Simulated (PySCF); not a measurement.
PySCF input:

```python
from pyscf import gto, scf, dft

mol = gto.M(
    atom='''
    C     0.04331652    0.08857560   -0.05016834
    O     0.28420037    1.16326135   -0.56413326
    O    -1.17571396   -0.20940703    0.47575220
    H    -1.73368907    0.57233750    0.34585940
    C     0.98613656   -0.99360220    0.07293969
    H     0.70810696   -1.92539382    0.54158403
    H     1.98097231   -0.84761866   -0.31702305
    ''',
    basis='def2-tzvpd',
    charge=0,
    spin=1,
    verbose=4,
)

mf = dft.UKS(mol, xc='tpssh').density_fit(auxbasis='def2-universal-jkfit')
mf.grids.level = 3
mf.conv_tol = 1e-9
mf.max_cycle = 100
mf.max_memory = 1500
mf.kernel()
if not mf.converged:
    mf = mf.newton()
    mf.kernel(mf.make_rdm1())
for _ in range(2):
    mo, _, stable, _ = mf.stability(return_status=True)
    if stable:
        break
    mf.kernel(mf.make_rdm1(mo, mf.mo_occ))
mf.analyze()
```

**Question.** What final total energy does it print?

**Answer.** -228.52551 Eh (TPSSh/def2-TZVPD).

It need not be the lowest isomer of its formula.
